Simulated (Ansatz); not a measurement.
Cost and result for the atomization energy of CH4MgS, SMILES `C[S][MgH]` (7 atoms, 6 bonds).

Total charge 0; spin multiplicity 1. Correlated methods include outer-core shells of Mg, which these sets cover unevenly. Geometry: relaxed with PBE0-D4/def2-TZVP. Program: Ansatz. Hardware: A = 2 threads of an AMD EPYC 7R13 on a shared host; B = 2 threads of an AMD EPYC 7R13 on a shared host and a share of an NVIDIA H100 80 GB. Times are those of one run each, without the atoms' runs, and a repeat can differ threefold. Electronic energies, without spin–orbit coupling; frozen cores. CCSD(T)/CBS adds CCSD(T) − MP2 in def2-TZVPP to the MP2 limit, and its time is that of the two runs behind it. T1 = 0.009. With those shells the extrapolation isn't a true limit. B3LYP takes the VWN-RPA correlation (the form of Gaussian; ORCA's B3LYP/G). HSE06 is the plane-wave form, built on full-range PBE exchange.

CCSD(T)/CBS is a level of theory with its own doubt, some kJ/mol a heavy atom from the limit and from the frozen cores, so smaller differences don't rank the functionals.

```
                                 level  functions  wall time
                  CCSD(T)/def2-SVP [A]         70      1.5 s
   PBE-D4/def2-TZVPP (with forces) [A]        161      1.6 s
                PBE0-D4/def2-TZVPP [A]        161      1.9 s
               HSE06-D4/def2-TZVPP [A]        161        2 s
           CAM-B3LYP-D4/def2-TZVPP [A]        161      2.2 s
 B3LYP-D4/def2-TZVPP (with forces) [A]        161      2.6 s
r2SCAN-D4/def2-TZVPP (with forces) [A]        161      2.8 s
                 B2PLYP/def2-TZVPP [A]        161      2.9 s
             r2SCANh-D4/def2-TZVPP [A]        161      3.1 s
                 B97M-V/def2-TZVPP [A]        161      5.5 s
                CCSD(T)/def2-TZVPP [B]        161       11 s
                CCSD(T)/def2-QZVPP [B]        310       17 s
                     CCSD(T)/CBS(def2)          –       28 s
```

Q: What atomization energy does each give, and how far from CCSD(T)/CBS? (Best estimate.)

A: Computed: 
```tsv
level	atomization (kJ/mol)	difference from CCSD(T)/CBS	per bond
CCSD(T)/def2-SVP [A]	1936.2	-140.2	-23.4
PBE-D4/def2-TZVPP (with forces) [A]	2087.3	10.9	1.8
PBE0-D4/def2-TZVPP [A]	2065.5	-10.9	-1.8
HSE06-D4/def2-TZVPP [A]	2066.8	-9.6	-1.6
CAM-B3LYP-D4/def2-TZVPP [A]	2065.6	-10.8	-1.8
B3LYP-D4/def2-TZVPP (with forces) [A]	2061.2	-15.2	-2.5
r2SCAN-D4/def2-TZVPP (with forces) [A]	2085.1	8.7	1.5
B2PLYP/def2-TZVPP [A]	2035.0	-41.4	-6.9
r2SCANh-D4/def2-TZVPP [A]	2075.0	-1.4	-0.2
B97M-V/def2-TZVPP [A]	2098.0	21.6	3.6
CCSD(T)/def2-TZVPP [B]	2007.6	-68.8	-11.5
CCSD(T)/def2-QZVPP [B]	2049.7	-26.7	-4.4
CCSD(T)/CBS(def2)	2076.4	0.0	0.0
```

The D4 term adds +18.3 kJ/mol with B3LYP and +9.4 kJ/mol with PBE0; it sums over pairs of atoms, weighted by their polarisabilities, and B3LYP, whose exchange is more repulsive, gets the larger term. At CCSD(T), def2-SVP lies −140.2 kJ/mol from the extrapolated value and def2-TZVPP −68.8 kJ/mol: correlation converges slowly with the basis, and small sets miss more of it in the bonded molecule than in its fragments. From r2SCAN to r2SCAN0 (25 % exact exchange), in def2-TZVPP and without D4, the atomization energy moves by −25.1 kJ/mol: exact exchange takes away binding that semilocal exchange gives to molecules.
